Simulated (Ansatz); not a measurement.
Cost and result for the atomization energy of CH$_{2}$O$_{3}$ (`O=C(O)O`) (6 atoms, 5 bonds).

The species carries charge 0 and has multiplicity 1. Geometry: relaxed with PBE0-D4/def2-TZVP. It is one conformer, not always the lowest. Program: Ansatz. All runs use 2 threads of an Arm Neoverse V2 on a shared host. Times are those of one run each, without the atoms' runs, and a repeat can differ threefold. Electronic energies, without spin–orbit coupling; frozen cores. CCSD(T)/CBS adds CCSD(T) − MP2 in def2-TZVPP to the MP2 limit, and its time is that of the two runs behind it. T1 = 0.014.

CCSD(T)/CBS is a level of theory with its own doubt, some kJ/mol a heavy atom from the limit and from the frozen cores, so smaller differences don't rank the functionals.

```
                             level  functions  wall time  atomization (kJ/mol)  difference from CCSD(T)/CBS  per bond
            LDA (SPW92)/def2-TZVPP        152      0.6 s                3136.8                        545.8     109.2
              revPBE-D4/def2-TZVPP        152        1 s                2610.2                         19.2       3.8
                  CCSD(T)/def2-SVP         66      1.2 s                2437.9                       -153.1     -30.6
   PBE-D4/def2-TZVPP (with forces)        152      1.2 s                2714.0                        123.0      24.6
               PBE-QIDH/def2-TZVPP        152      2.4 s                2558.9                        -32.1      -6.4
r2SCAN-D4/def2-TZVPP (with forces)        152      2.5 s                2610.0                         19.0       3.8
             r2SCANh-D4/def2-TZVPP        152      2.7 s                2570.4                        -20.6      -4.1
                 B97M-V/def2-TZVPP        152        4 s                2586.1                         -4.9      -1.0
                ωB97X-V/def2-TZVPP        152        4 s                2594.3                          3.3       0.7
  ωB97M-V/def2-TZVPP (with forces)        152      5.5 s                2602.7                         11.7       2.3
                    MP2/def2-QZVPP        288        8 s                2672.2                         81.2      16.2
                CCSD(T)/def2-TZVPP        152       24 s                2507.2                        -83.8     -16.8
                 CCSD(T)/CBS(def2)          –       32 s                2591.0                          0.0       0.0
```

Leaving LDA and LC-ωPBE aside and taking each functional with its dispersion term where it has one, the values, not all of them listed here, spread over 297.5 kJ/mol, from BHLYP-D4 to PBE-D4. LDA lies +429.7 kJ/mol from PBE without D4, its usual overbinding. From PBE to PBE0 (25 % exact exchange), in def2-TZVPP and without D4, the atomization energy moves by −118.2 kJ/mol: exact exchange takes away binding that semilocal exchange gives to molecules. At CCSD(T), def2-SVP lies −153.1 kJ/mol from the extrapolated value and def2-TZVPP −83.9 kJ/mol: correlation converges slowly with the basis, and small sets miss more of it in the bonded molecule than in its fragments.
